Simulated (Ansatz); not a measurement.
# Basis-set limit of AlH$_{3}$O, triplet

```xyz
5

Al   -1.0373    0.0000    0.0000
H    -1.8302    1.3734    0.0000
H    -1.8302   -1.3734    0.0000
H     0.8267    0.0000    0.0000
O     1.9277    0.0000    0.0000
```

Connectivity, by distances: AlH2 ··· O, 1 bridging H.

Ansatz 0.2.0, UHF determinant, valence electrons correlated. Energies in eV.

```csv
set,X,functions,Hartree–Fock,MP2 correlation,CCSD(T) correlation,time
def2-TZVPP,3,115,-8664.8699,-7.5310,-8.6850,"9.5 s on 1 × NVIDIA H100 80GB HBM3 with 1 thread of AMD EPYC 7R13 Processor (Zen 3), with other jobs on the host"
def2-QZVPP,4,217,-8665.1697,-8.1717,-9.2708,"22 s on 1 × NVIDIA H100 80GB HBM3 with 1 thread of AMD EPYC 7R13 Processor (Zen 3), on a shared host"
```

Hartree–Fock is taken to follow E(X) = E∞ + A·exp(−7.88·√X), correlation E(X) = E∞ + B·X^−2.97.

Cautions: lower spins were not checked.

Task: Work out the CCSD(T) energy at the limit, and how far the shortcut misses it that extrapolates MP2 and adds CCSD(T) minus MP2 from the smaller set.

Result: Hartree–Fock: E∞ = E4 + 0.1377·(E4 − E3) = -8665.2110. Correlation: E∞ = E4 + 0.7407·(E4 − E3) = -9.7046 for CCSD(T) and -8.6464 for MP2. The limit is -8674.9156 eV, 0.475 eV below def2-QZVPP. The shortcut gives a correlation energy of -8.6464 + (-1.1540) = -9.8003, 96 meV lower than the direct value.

Past Ne part of the Hartree–Fock step between the two sets comes from the cores, which don't follow the formula, so the 41 meV that it adds to the total can overshoot; that part largely cancels in differences.
